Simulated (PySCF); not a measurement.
# PH₃: NMR shieldings

What do calculations give for the NMR shieldings of PH₃ (`P`)?

Computed with PySCF 2.14.0 and routines of our own; the level stands in each step. Atoms count from 0.

## 1. The starting structure

4 atoms, charge 0, multiplicity 1; geometry from: GFN2-xTB.

## 2. NMR shieldings: PBE0/pcSseg-1 P:us-pcSseg-1, spin–orbit

Job settings and geometry (Å):

```
{"job": {"xc": "PBE0", "basis": {"default": "pcSseg-1", "P": "us-pcSseg-1"}, "rel": "so", "kind": "hnmr"}, "charge": 0, "multiplicity": 1}
P     -0.001477     0.003466     0.570380
H     -0.558658     1.008622    -0.205648
H      1.158342    -0.016325    -0.189555
H     -0.587973    -0.990990    -0.198030
```

Method: PBE0/pcSseg-1 P:us-pcSseg-1 GIAO NMR shielding, X2C with spin-orbit coupling, screened-nuclear two-electron part, Gaussian nuclei, gas phase.

The run is started by

```
$ OMP_NUM_THREADS=1 python heavy_run.py task.json out
```

The driver reads the jobs from task.json and runs them one after another.

The log of the run:

```text
spin-free SCF
coarse grid: 3488 points
cycle   1  E = -343.8134319763  dE = -1.353e-01  |g| = 1.039e-01  |ddm| = 1.528e+00
cycle   2  E = -343.8149827351  dE = -1.551e-03  |g| = 6.458e-02  |ddm| = 2.785e-01
cycle   3  E = -343.8162823240  dE = -1.300e-03  |g| = 1.739e-02  |ddm| = 1.133e-01
cycle   4  E = -343.8163210363  dE = -3.871e-05  |g| = 1.435e-03  |ddm| = 1.392e-02
cycle   5  E = -343.8163214063  dE = -3.701e-07  |g| = 1.046e-04  |ddm| = 1.928e-03
final grid: 28048 points
cycle   6  E = -343.8223311112  dE = -8.412e-05  |g| = 4.129e-03  |ddm| = 2.304e-02
cycle   7  E = -343.8223313777  dE = -2.665e-07  |g| = 1.610e-03  |ddm| = 3.818e-03
cycle   8  E = -343.8223317405  dE = -3.628e-07  |g| = 6.109e-04  |ddm| = 2.378e-03
cycle   9  E = -343.8223318085  dE = -6.795e-08  |g| = 1.897e-05  |ddm| = 6.894e-04
cycle  10  E = -343.8223318086  dE = -1.278e-10  |g| = 8.443e-07  |ddm| = 2.183e-05
converged SCF energy = -343.8223318086
two-component SCF
cycle   1  E = -343.8221245948  dE = -3.438e+02  |FDS-SDF| = 9.334e-02
cycle   2  E = -343.8223990050  dE = -2.744e-04  |FDS-SDF| = 4.538e-03
cycle   3  E = -343.8224004613  dE = -1.456e-06  |FDS-SDF| = 1.896e-04
cycle   4  E = -343.8224004963  dE = -3.497e-08  |FDS-SDF| = 3.720e-05
cycle   5  E = -343.8224004982  dE = -1.932e-09  |FDS-SDF| = 7.551e-06
converged, E = -343.8224004982

Field gradients (au) and densities at the nuclei (bohr^-3)
atom        Vxx        Vyy        Vzz        centre      nuclear mean
  0 P      0.5846     0.5850    -1.1696       2189.610       2189.561
  1 H     -0.0965    -0.1117     0.2082          0.364          0.364
  2 H     -0.0965    -0.1117     0.2082          0.364          0.364
  3 H     -0.0964    -0.1117     0.2081          0.364          0.364

Core orbital energies (eV)
atom   shell        mean    spread
  0 P  1s        -2106.355   0.000
  0 P  2s         -180.634   0.000
  0 P  3s          -18.393   0.000
  0 P  2p1/2      -129.541   0.000
  0 P  2p3/2      -128.632   0.074

Shielding tensors (ppm)
atom      isotropic    diamagn.    paramagn.     s11        s22        s33       span
  0 P       632.13      953.83     -321.70     585.73     655.31     655.35      69.62
  1 H        30.45       30.13        0.32      25.96      27.20      38.19      12.22
  2 H        30.45       30.13        0.32      25.96      27.20      38.19      12.22
  3 H        30.45       30.13        0.32      25.96      27.20      38.18      12.22
```

Wall time 2.1 s (1 thread of Intel Xeon Platinum 8559C, shared host); peak memory 0.3 GiB.

From this job:

| quantity | value |
| --- | --- |
| energy from spin-orbit coupling | -0.0001 Eh |

Orbitals, density, ELF and potential are computed afterwards from the orbital file.

Frontier orbitals at PBE0/us-pcSseg-1+pcSseg-1, with the share of their density that lies nearest to each atom:

| orbital | energy (eV) | lies on |
| --- | --- | --- |
| HOMO | -7.87 | P0 70 %; H1, H2, H3 about 10 % each |
| LUMO | 1.15 | P0 43 %; H3 29 %; H1 16 % |

ELF in a plane through or near 3 of the atoms.

Values, 10 rows by 14 columns:
```
0.00 0.00 0.00 0.00 0.00 0.00 0.00 0.00 0.00 0.00 0.00 0.00 0.00 0.00
0.00 0.00 0.00 0.00 0.00 0.00 0.01 0.01 0.00 0.00 0.00 0.00 0.00 0.00
0.00 0.00 0.00 0.00 0.28 0.92 0.98 0.93 0.20 0.01 0.00 0.00 0.00 0.00
0.00 0.00 0.00 0.03 0.71 0.99 1.00 0.99 0.41 0.05 0.03 0.00 0.00 0.00
0.00 0.00 0.00 0.02 0.16 0.82 0.96 0.82 0.55 0.85 0.84 0.25 0.01 0.00
0.00 0.00 0.01 0.07 0.46 0.78 0.61 0.35 0.97 1.00 1.00 0.74 0.04 0.00
0.00 0.00 0.02 0.49 0.99 1.00 0.99 0.66 0.52 0.95 0.92 0.28 0.01 0.00
0.00 0.00 0.00 0.12 0.88 0.98 0.89 0.30 0.04 0.07 0.05 0.00 0.00 0.00
0.00 0.00 0.00 0.00 0.02 0.10 0.05 0.02 0.00 0.00 0.00 0.00 0.00 0.00
0.00 0.00 0.00 0.00 0.00 0.00 0.00 0.00 0.00 0.00 0.00 0.00 0.00 0.00
```
The map spans 7.5 Å across and 7.4 Å up, centred on the molecule. Atoms in the plane (x, y in Å): H1 (-0.4, 1.1), H2 (-0.8, -0.9), H3 (1.1, -0.2).

On the surface of density 0.002 e/bohr³ the electrostatic potential runs, from the 1st to the 99th percentile, from -0.98 V near P0 to 0.81 V near H2.

## 3. NMR shieldings: PBE0/pcSseg-1 P:us-pcSseg-1, spin-free

Job settings and geometry (Å):

```
{"job": {"xc": "PBE0", "basis": {"default": "pcSseg-1", "P": "us-pcSseg-1"}, "rel": "sf", "kind": "hnmr"}, "charge": 0, "multiplicity": 1}
P     -0.001477     0.003466     0.570380
H     -0.558658     1.008622    -0.205648
H      1.158342    -0.016325    -0.189555
H     -0.587973    -0.990990    -0.198030
```

With the program's defaults for keys left out, this is: PBE0/pcSseg-1 P:us-pcSseg-1 GIAO NMR shielding, spin-free X2C, Gaussian nuclei, gas phase.

The log of the run:

```text
spin-free SCF
coarse grid: 3488 points
cycle   1  E = -343.8134319763  dE = -1.353e-01  |g| = 1.039e-01  |ddm| = 1.528e+00
cycle   2  E = -343.8149827351  dE = -1.551e-03  |g| = 6.458e-02  |ddm| = 2.785e-01
cycle   3  E = -343.8162823240  dE = -1.300e-03  |g| = 1.739e-02  |ddm| = 1.133e-01
cycle   4  E = -343.8163210363  dE = -3.871e-05  |g| = 1.435e-03  |ddm| = 1.392e-02
cycle   5  E = -343.8163214063  dE = -3.701e-07  |g| = 1.046e-04  |ddm| = 1.928e-03
final grid: 28048 points
cycle   6  E = -343.8223311112  dE = -8.412e-05  |g| = 4.129e-03  |ddm| = 2.304e-02
cycle   7  E = -343.8223313777  dE = -2.665e-07  |g| = 1.610e-03  |ddm| = 3.818e-03
cycle   8  E = -343.8223317405  dE = -3.628e-07  |g| = 6.109e-04  |ddm| = 2.378e-03
cycle   9  E = -343.8223318085  dE = -6.795e-08  |g| = 1.897e-05  |ddm| = 6.894e-04
cycle  10  E = -343.8223318086  dE = -1.278e-10  |g| = 8.443e-07  |ddm| = 2.183e-05
converged SCF energy = -343.8223318086
check of the scalar solution
cycle   1  E = -343.8223318086  dE = -3.438e+02  |FDS-SDF| = 8.443e-07
cycle   2  E = -343.8223318086  dE = -2.842e-13  |FDS-SDF| = 5.609e-07
converged, E = -343.8223318086

Field gradients (au) and densities at the nuclei (bohr^-3)
atom        Vxx        Vyy        Vzz        centre      nuclear mean
  0 P      0.5846     0.5850    -1.1696       2189.616       2189.568
  1 H     -0.0965    -0.1117     0.2082          0.364          0.364
  2 H     -0.0965    -0.1117     0.2082          0.364          0.364
  3 H     -0.0964    -0.1117     0.2081          0.364          0.364

Core orbital energies (eV)
atom   shell        mean    spread
  0 P  1s        -2106.355   0.000
  0 P  2s         -180.634   0.000
  0 P  3s          -18.393   0.000
  0 P  2p         -128.935   0.107

Shielding tensors (ppm)
atom      isotropic    diamagn.    paramagn.     s11        s22        s33       span
  0 P       613.67      966.98     -353.31     565.69     637.64     637.68      72.00
  1 H        30.25       30.14        0.11      25.81      26.74      38.20      12.39
  2 H        30.25       30.14        0.11      25.81      26.74      38.20      12.39
  3 H        30.24       30.14        0.11      25.80      26.73      38.19      12.39
```

It took 0.82 s on 1 thread of Intel Xeon Platinum 8559C, shared host; peak memory 0.3 GiB.

## 4. NMR shieldings: PBE0/pcSseg-1 P:us-pcSseg-1 in water, spin–orbit

Job settings and geometry (Å):

```
{"job": {"xc": "PBE0", "basis": {"default": "pcSseg-1", "P": "us-pcSseg-1"}, "rel": "so", "solvent": "water", "kind": "hnmr"}, "charge": 0, "multiplicity": 1}
P     -0.001477     0.003466     0.570380
H     -0.558658     1.008622    -0.205648
H      1.158342    -0.016325    -0.189555
H     -0.587973    -0.990990    -0.198030
```

With the program's defaults for keys left out, this is: PBE0/pcSseg-1 P:us-pcSseg-1 GIAO NMR shielding, X2C with spin-orbit coupling, screened-nuclear two-electron part, Gaussian nuclei, IEF-PCM water.

The log of the run:

```text
spin-free SCF
coarse grid: 3488 points
cycle   1  E = -343.8161684799  dE = -1.378e-01  |g| = 9.783e-02  |ddm| = 1.528e+00
cycle   2  E = -343.8176813261  dE = -1.513e-03  |g| = 5.105e-02  |ddm| = 2.367e-01
cycle   3  E = -343.8184322849  dE = -7.510e-04  |g| = 1.706e-02  |ddm| = 9.443e-02
cycle   4  E = -343.8184706950  dE = -3.841e-05  |g| = 1.305e-03  |ddm| = 1.457e-02
cycle   5  E = -343.8184710809  dE = -3.859e-07  |g| = 9.979e-05  |ddm| = 2.085e-03
final grid: 28048 points
cycle   6  E = -343.8244733102  dE = -8.411e-05  |g| = 4.126e-03  |ddm| = 2.293e-02
cycle   7  E = -343.8244736402  dE = -3.300e-07  |g| = 1.559e-03  |ddm| = 3.660e-03
cycle   8  E = -343.8244739629  dE = -3.227e-07  |g| = 5.575e-04  |ddm| = 2.162e-03
cycle   9  E = -343.8244740107  dE = -4.778e-08  |g| = 3.091e-06  |ddm| = 5.683e-04
cycle  10  E = -343.8244740107  dE = -6.764e-12  |g| = 9.692e-07  |ddm| = 1.490e-05
converged SCF energy = -343.8244740107
two-component SCF
cycle   1  E = -343.8242667447  dE = -3.438e+02  |FDS-SDF| = 9.335e-02
cycle   2  E = -343.8245411397  dE = -2.744e-04  |FDS-SDF| = 4.536e-03
cycle   3  E = -343.8245425788  dE = -1.439e-06  |FDS-SDF| = 1.861e-04
cycle   4  E = -343.8245426116  dE = -3.277e-08  |FDS-SDF| = 3.580e-05
cycle   5  E = -343.8245426133  dE = -1.742e-09  |FDS-SDF| = 7.492e-06
converged, E = -343.8245426133

Field gradients (au) and densities at the nuclei (bohr^-3)
atom        Vxx        Vyy        Vzz        centre      nuclear mean
  0 P      0.5632     0.5636    -1.1268       2189.503       2189.454
  1 H     -0.0960    -0.1111     0.2071          0.361          0.361
  2 H     -0.0960    -0.1111     0.2071          0.361          0.361
  3 H     -0.0960    -0.1111     0.2070          0.361          0.361

Core orbital energies (eV)
atom   shell        mean    spread
  0 P  1s        -2106.158   0.000
  0 P  2s         -180.442   0.000
  0 P  3s          -18.153   0.000
  0 P  2p1/2      -129.350   0.000
  0 P  2p3/2      -128.441   0.071

Shielding tensors (ppm)
atom      isotropic    diamagn.    paramagn.     s11        s22        s33       span
  0 P       634.65      954.36     -319.71     585.66     659.12     659.16      73.50
  1 H        30.23       30.11        0.12      25.68      26.84      38.16      12.48
  2 H        30.23       30.11        0.12      25.68      26.84      38.16      12.48
  3 H        30.23       30.11        0.12      25.68      26.84      38.16      12.48
```

Run time: 1.9 s. Hardware: 1 thread of Intel Xeon Platinum 8559C, shared host; peak memory 0.31 GiB.

In short:

| quantity | value |
| --- | --- |
| energy from spin-orbit coupling | -0.0001 Eh |

## 5. NMR shieldings: PBE0/pcSseg-1 P:us-pcSseg-1 in water, spin-free

Job settings and geometry (Å):

```
{"job": {"xc": "PBE0", "basis": {"default": "pcSseg-1", "P": "us-pcSseg-1"}, "rel": "sf", "solvent": "water", "kind": "hnmr"}, "charge": 0, "multiplicity": 1}
P     -0.001477     0.003466     0.570380
H     -0.558658     1.008622    -0.205648
H      1.158342    -0.016325    -0.189555
H     -0.587973    -0.990990    -0.198030
```

Level: PBE0/pcSseg-1 P:us-pcSseg-1 GIAO NMR shielding, spin-free X2C, Gaussian nuclei, IEF-PCM water.

The log of the run:

```text
spin-free SCF
coarse grid: 3488 points
cycle   1  E = -343.8161684799  dE = -1.378e-01  |g| = 9.783e-02  |ddm| = 1.528e+00
cycle   2  E = -343.8176813261  dE = -1.513e-03  |g| = 5.105e-02  |ddm| = 2.367e-01
cycle   3  E = -343.8184322849  dE = -7.510e-04  |g| = 1.706e-02  |ddm| = 9.443e-02
cycle   4  E = -343.8184706950  dE = -3.841e-05  |g| = 1.305e-03  |ddm| = 1.457e-02
cycle   5  E = -343.8184710809  dE = -3.859e-07  |g| = 9.979e-05  |ddm| = 2.085e-03
final grid: 28048 points
cycle   6  E = -343.8244733102  dE = -8.411e-05  |g| = 4.126e-03  |ddm| = 2.293e-02
cycle   7  E = -343.8244736402  dE = -3.300e-07  |g| = 1.559e-03  |ddm| = 3.660e-03
cycle   8  E = -343.8244739629  dE = -3.227e-07  |g| = 5.575e-04  |ddm| = 2.162e-03
cycle   9  E = -343.8244740107  dE = -4.778e-08  |g| = 3.091e-06  |ddm| = 5.683e-04
cycle  10  E = -343.8244740107  dE = -6.764e-12  |g| = 9.692e-07  |ddm| = 1.490e-05
converged SCF energy = -343.8244740107
check of the scalar solution
cycle   1  E = -343.8244740107  dE = -3.438e+02  |FDS-SDF| = 9.692e-07
cycle   2  E = -343.8244740107  dE = -5.684e-14  |FDS-SDF| = 3.333e-07
converged, E = -343.8244740107

Field gradients (au) and densities at the nuclei (bohr^-3)
atom        Vxx        Vyy        Vzz        centre      nuclear mean
  0 P      0.5632     0.5637    -1.1268       2189.509       2189.460
  1 H     -0.0960    -0.1111     0.2072          0.361          0.361
  2 H     -0.0960    -0.1111     0.2071          0.361          0.361
  3 H     -0.0960    -0.1111     0.2070          0.361          0.361

Core orbital energies (eV)
atom   shell        mean    spread
  0 P  1s        -2106.158   0.000
  0 P  2s         -180.442   0.000
  0 P  3s          -18.153   0.000
  0 P  2p         -128.744   0.102

Shielding tensors (ppm)
atom      isotropic    diamagn.    paramagn.     s11        s22        s33       span
  0 P       616.21      967.50     -351.28     565.75     641.43     641.46      75.71
  1 H        30.02       30.12       -0.09      25.52      26.38      38.17      12.65
  2 H        30.02       30.12       -0.09      25.52      26.38      38.17      12.65
  3 H        30.02       30.12       -0.10      25.52      26.38      38.17      12.65
```

Wall time 0.99 s (1 thread of Intel Xeon Platinum 8559C, shared host); peak memory 0.31 GiB.

## 6. NMR shieldings: PBE0/pcSseg-1 P:us-pcSseg-1 in dichloromethane, spin–orbit

Job settings and geometry (Å):

```
{"job": {"xc": "PBE0", "basis": {"default": "pcSseg-1", "P": "us-pcSseg-1"}, "rel": "so", "solvent": "dichloromethane", "kind": "hnmr"}, "charge": 0, "multiplicity": 1}
P     -0.001477     0.003466     0.570380
H     -0.558658     1.008622    -0.205648
H      1.158342    -0.016325    -0.189555
H     -0.587973    -0.990990    -0.198030
```

Method: PBE0/pcSseg-1 P:us-pcSseg-1 GIAO NMR shielding, X2C with spin-orbit coupling, screened-nuclear two-electron part, Gaussian nuclei, IEF-PCM dichloromethane.

The log of the run:

```text
spin-free SCF
coarse grid: 3488 points
cycle   1  E = -343.8157748950  dE = -1.374e-01  |g| = 9.838e-02  |ddm| = 1.528e+00
cycle   2  E = -343.8172858540  dE = -1.511e-03  |g| = 5.247e-02  |ddm| = 2.403e-01
cycle   3  E = -343.8180855522  dE = -7.997e-04  |g| = 1.709e-02  |ddm| = 9.643e-02
cycle   4  E = -343.8181236791  dE = -3.813e-05  |g| = 1.301e-03  |ddm| = 1.441e-02
cycle   5  E = -343.8181240436  dE = -3.645e-07  |g| = 9.917e-05  |ddm| = 1.980e-03
final grid: 28048 points
cycle   6  E = -343.8241275105  dE = -8.413e-05  |g| = 4.127e-03  |ddm| = 2.296e-02
cycle   7  E = -343.8241278341  dE = -3.237e-07  |g| = 1.566e-03  |ddm| = 3.687e-03
cycle   8  E = -343.8241281625  dE = -3.283e-07  |g| = 5.631e-04  |ddm| = 2.187e-03
cycle   9  E = -343.8241282121  dE = -4.966e-08  |g| = 3.760e-06  |ddm| = 5.815e-04
cycle  10  E = -343.8241282121  dE = -6.025e-12  |g| = 1.047e-06  |ddm| = 1.133e-05
converged SCF energy = -343.8241282121
two-component SCF
cycle   1  E = -343.8239209549  dE = -3.438e+02  |FDS-SDF| = 9.335e-02
cycle   2  E = -343.8241953524  dE = -2.744e-04  |FDS-SDF| = 4.537e-03
cycle   3  E = -343.8241967943  dE = -1.442e-06  |FDS-SDF| = 1.867e-04
cycle   4  E = -343.8241968275  dE = -3.313e-08  |FDS-SDF| = 3.606e-05
cycle   5  E = -343.8241968292  dE = -1.772e-09  |FDS-SDF| = 7.646e-06
converged, E = -343.8241968292

Field gradients (au) and densities at the nuclei (bohr^-3)
atom        Vxx        Vyy        Vzz        centre      nuclear mean
  0 P      0.5669     0.5673    -1.1342       2189.520       2189.472
  1 H     -0.0961    -0.1112     0.2073          0.361          0.361
  2 H     -0.0961    -0.1112     0.2073          0.361          0.361
  3 H     -0.0960    -0.1112     0.2072          0.361          0.361

Core orbital energies (eV)
atom   shell        mean    spread
  0 P  1s        -2106.177   0.000
  0 P  2s         -180.461   0.000
  0 P  3s          -18.180   0.000
  0 P  2p1/2      -129.368   0.000
  0 P  2p3/2      -128.460   0.071

Shielding tensors (ppm)
atom      isotropic    diamagn.    paramagn.     s11        s22        s33       span
  0 P       634.22      954.27     -320.05     585.65     658.49     658.52      72.87
  1 H        30.27       30.11        0.15      25.73      26.91      38.16      12.44
  2 H        30.26       30.11        0.15      25.73      26.90      38.16      12.44
  3 H        30.26       30.11        0.15      25.73      26.90      38.16      12.44
```

Run time: 1.9 s. Hardware: 1 thread of Intel Xeon Platinum 8559C, shared host; peak memory 0.31 GiB.

In short:

| quantity | value |
| --- | --- |
| energy from spin-orbit coupling | -0.0001 Eh |

## 7. NMR shieldings: PBE0/pcSseg-1 P:us-pcSseg-1 in dichloromethane, spin-free

Job settings and geometry (Å):

```
{"job": {"xc": "PBE0", "basis": {"default": "pcSseg-1", "P": "us-pcSseg-1"}, "rel": "sf", "solvent": "dichloromethane", "kind": "hnmr"}, "charge": 0, "multiplicity": 1}
P     -0.001477     0.003466     0.570380
H     -0.558658     1.008622    -0.205648
H      1.158342    -0.016325    -0.189555
H     -0.587973    -0.990990    -0.198030
```

With the program's defaults for keys left out, this is: PBE0/pcSseg-1 P:us-pcSseg-1 GIAO NMR shielding, spin-free X2C, Gaussian nuclei, IEF-PCM dichloromethane.

The log of the run:

```text
spin-free SCF
coarse grid: 3488 points
cycle   1  E = -343.8157748950  dE = -1.374e-01  |g| = 9.838e-02  |ddm| = 1.528e+00
cycle   2  E = -343.8172858540  dE = -1.511e-03  |g| = 5.247e-02  |ddm| = 2.403e-01
cycle   3  E = -343.8180855522  dE = -7.997e-04  |g| = 1.709e-02  |ddm| = 9.643e-02
cycle   4  E = -343.8181236791  dE = -3.813e-05  |g| = 1.301e-03  |ddm| = 1.441e-02
cycle   5  E = -343.8181240436  dE = -3.645e-07  |g| = 9.917e-05  |ddm| = 1.980e-03
final grid: 28048 points
cycle   6  E = -343.8241275105  dE = -8.413e-05  |g| = 4.127e-03  |ddm| = 2.296e-02
cycle   7  E = -343.8241278341  dE = -3.237e-07  |g| = 1.566e-03  |ddm| = 3.687e-03
cycle   8  E = -343.8241281625  dE = -3.283e-07  |g| = 5.631e-04  |ddm| = 2.187e-03
cycle   9  E = -343.8241282121  dE = -4.966e-08  |g| = 3.760e-06  |ddm| = 5.815e-04
cycle  10  E = -343.8241282121  dE = -6.025e-12  |g| = 1.047e-06  |ddm| = 1.133e-05
converged SCF energy = -343.8241282121
check of the scalar solution
cycle   1  E = -343.8241282121  dE = -3.438e+02  |FDS-SDF| = 1.047e-06
cycle   2  E = -343.8241282121  dE = -4.547e-13  |FDS-SDF| = 3.752e-07
converged, E = -343.8241282121

Field gradients (au) and densities at the nuclei (bohr^-3)
atom        Vxx        Vyy        Vzz        centre      nuclear mean
  0 P      0.5669     0.5673    -1.1342       2189.527       2189.478
  1 H     -0.0961    -0.1112     0.2073          0.361          0.361
  2 H     -0.0961    -0.1112     0.2073          0.361          0.361
  3 H     -0.0960    -0.1112     0.2072          0.361          0.361

Core orbital energies (eV)
atom   shell        mean    spread
  0 P  1s        -2106.177   0.000
  0 P  2s         -180.460   0.000
  0 P  3s          -18.180   0.000
  0 P  2p         -128.762   0.103

Shielding tensors (ppm)
atom      isotropic    diamagn.    paramagn.     s11        s22        s33       span
  0 P       615.79      967.41     -351.62     565.73     640.80     640.83      75.10
  1 H        30.06       30.12       -0.06      25.57      26.44      38.17      12.61
  2 H        30.06       30.12       -0.06      25.57      26.44      38.17      12.61
  3 H        30.06       30.12       -0.06      25.57      26.44      38.17      12.61
```

Run time: 1 s. Hardware: 1 thread of Intel Xeon Platinum 8559C, shared host; peak memory 0.31 GiB.

## 8. Shieldings side by side

| run | P0 | H2 | H1 | H3 | time |
| --- | --- | --- | --- | --- | --- |
| step 2, PBE0/pcSseg-1 P:us-pcSseg-1, spin–orbit | 632.1 | 30.4 | 30.4 | 30.4 | 2.1 s |
| step 3, PBE0/pcSseg-1 P:us-pcSseg-1, spin-free | 613.7 | 30.2 | 30.2 | 30.2 | 0.82 s |
| step 4, PBE0/pcSseg-1 P:us-pcSseg-1 in water, spin–orbit | 634.6 | 30.2 | 30.2 | 30.2 | 1.9 s |
| step 5, PBE0/pcSseg-1 P:us-pcSseg-1 in water, spin-free | 616.2 | 30.0 | 30.0 | 30.0 | 0.99 s |
| step 6, PBE0/pcSseg-1 P:us-pcSseg-1 in dichloromethane, spin–orbit | 634.2 | 30.3 | 30.3 | 30.3 | 1.9 s |
| step 7, PBE0/pcSseg-1 P:us-pcSseg-1 in dichloromethane, spin-free | 615.8 | 30.1 | 30.1 | 30.1 | 1 s |

## 9. Results

```
                                                                                            quantity                                    value
                   energy from spin-orbit coupling (step 2, PBE0/pcSseg-1 P:us-pcSseg-1, spin–orbit)                               -0.0001 Eh
                                        shieldings (step 2, PBE0/pcSseg-1 P:us-pcSseg-1, spin–orbit)  P0 632.1, H1 30.4, H2 30.4, H3 30.4 ppm
                                                               surface potential, 1st and 99th percentile                       -0.98 V and 0.81 V
                                         shieldings (step 3, PBE0/pcSseg-1 P:us-pcSseg-1, spin-free)  P0 613.7, H1 30.2, H2 30.2, H3 30.2 ppm
          energy from spin-orbit coupling (step 4, PBE0/pcSseg-1 P:us-pcSseg-1 in water, spin–orbit)                               -0.0001 Eh
                               shieldings (step 4, PBE0/pcSseg-1 P:us-pcSseg-1 in water, spin–orbit)  P0 634.6, H1 30.2, H2 30.2, H3 30.2 ppm
                                shieldings (step 5, PBE0/pcSseg-1 P:us-pcSseg-1 in water, spin-free)  P0 616.2, H1 30.0, H2 30.0, H3 30.0 ppm
energy from spin-orbit coupling (step 6, PBE0/pcSseg-1 P:us-pcSseg-1 in dichloromethane, spin–orbit)                               -0.0001 Eh
                     shieldings (step 6, PBE0/pcSseg-1 P:us-pcSseg-1 in dichloromethane, spin–orbit)  P0 634.2, H1 30.3, H2 30.3, H3 30.3 ppm
                      shieldings (step 7, PBE0/pcSseg-1 P:us-pcSseg-1 in dichloromethane, spin-free)  P0 615.8, H1 30.1, H2 30.1, H3 30.1 ppm
```

What this shows: In step 2, P0 has the widest tensor, 70 ppm. P0 moves most between the runs, by 21 ppm; the labels say what changes from run to run.
